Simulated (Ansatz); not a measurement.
# BH₂OSi−: one structure at several levels

Aim: energy, forces and dipole at a structure displaced at random from a GFN2-xTB minimum, from CCSD(T) and from density functionals.

Method: single points in def2-TZVPPD; program: Ansatz 0.2.0, Gaussian basis.

Correlated methods freeze the cores.

### Step 1. Where the work starts

5 atoms, charge -1, spin multiplicity 1.

Atoms are counted from 1 here; the program's logs count them from 0.

Bond lengths: O1–B2 1.132 Å, B2–Si3 1.284 Å, Si3–H4 0.953 Å, Si3–H5 0.919 Å. Angles: O1–B2–Si3 177.3°, B2–Si3–H4 118.7°, B2–Si3–H5 120.5°, H4–Si3–H5 120.7°.

As a file:

```xyz
5
BH2OSi
O     0.0948   -1.0170    1.5504
B     0.0160   -0.3959    0.6071
Si   -0.0133    0.3063   -0.4679
H    -0.5280   -0.0089   -1.2059
H     0.4068    1.1234   -0.5034
```

### Step 2. CCSD(T)/def2-TZVPPD

File run/in.yaml:

```yaml
crystal:
  periodic: [false, false, false]
  atoms:
    - {symbol: O, position_ang: [0.094800, -1.017000, 1.550400]}
    - {symbol: B, position_ang: [0.016000, -0.395900, 0.607100]}
    - {symbol: Si, position_ang: [-0.013300, 0.306300, -0.467900]}
    - {symbol: H, position_ang: [-0.528000, -0.008900, -1.205900]}
    - {symbol: H, position_ang: [0.406800, 1.123400, -0.503400]}
basis:
  gaussian: {orbitals: "def2-TZVPPD.json"}
total_charge: -1
correlation: {method: ccsd_t}
output: {forces: true}
```

The basis file named in the input lies beside it (Basis Set Exchange, JSON).

The command line of these runs was not kept.

### Step 3. PBE0-D4/def2-TZVPPD

Changes to run/in.yaml since step 2:

```diff
@@ -11,3 +11,3 @@
 total_charge: -1
-correlation: {method: ccsd_t}
-output: {forces: true}
+hamiltonian: {xc: pbe0, dispersion: d4}
+output: {forces: true, orbitals: {seedname: orbitals}}
```

### Step 4. wB97M-V/def2-TZVPPD

Changes to run/in.yaml since step 3:

```diff
@@ -11,3 +11,3 @@
 total_charge: -1
-hamiltonian: {xc: pbe0, dispersion: d4}
-output: {forces: true, orbitals: {seedname: orbitals}}
+hamiltonian: {xc: {name: wB97M-V}}
+output: {forces: true}
```

### Step 5. r2SCAN-D4/def2-TZVPPD

Changes to run/in.yaml since step 4:

```diff
@@ -11,3 +11,3 @@
 total_charge: -1
-hamiltonian: {xc: {name: wB97M-V}}
+hamiltonian: {xc: r2scan, dispersion: d4}
 output: {forces: true}
```

### Step 6. PBE-D4/def2-TZVPPD

Changes to run/in.yaml since step 5:

```diff
@@ -11,3 +11,3 @@
 total_charge: -1
-hamiltonian: {xc: r2scan, dispersion: d4}
+hamiltonian: {xc: pbe, dispersion: d4}
 output: {forces: true}
```

### Step 7. SPW92/def2-TZVPPD

Changes to run/in.yaml since step 6:

```diff
@@ -11,3 +11,3 @@
 total_charge: -1
-hamiltonian: {xc: pbe, dispersion: d4}
+hamiltonian: {xc: lda}
 output: {forces: true}
```

### Step 8. B97M-V/def2-TZVPPD

Changes to run/in.yaml since step 7:

```diff
@@ -11,3 +11,3 @@
 total_charge: -1
-hamiltonian: {xc: lda}
+hamiltonian: {xc: {name: B97M-V}}
 output: {forces: true}
```

(Steps that only read results are left out.)

Q: Predict the outcome of this session. Wanted: RMS force component; RMS force error; HOMO and LUMO, PBE0-D4; T1 diagnostic.

As calculated:

```
              quantity                                                                                        value
   RMS force component                                                       17.084 to 17.593 eV/Å over the methods
       RMS force error  PBE0-D4 0.300, wB97M-V 0.279, r2SCAN-D4 0.233, PBE-D4 0.443, SPW92 0.666, B97M-V 0.303 eV/Å
HOMO and LUMO, PBE0-D4                                                                             0.63 and 3.76 eV
         T1 diagnostic                                                                                        0.017
```

In words: On forces the order runs from r2SCAN-D4 to SPW92. Frozen-core CCSD(T) forces in triple zeta carry basis errors of their own, and this is one geometry, so small gaps rank nothing.
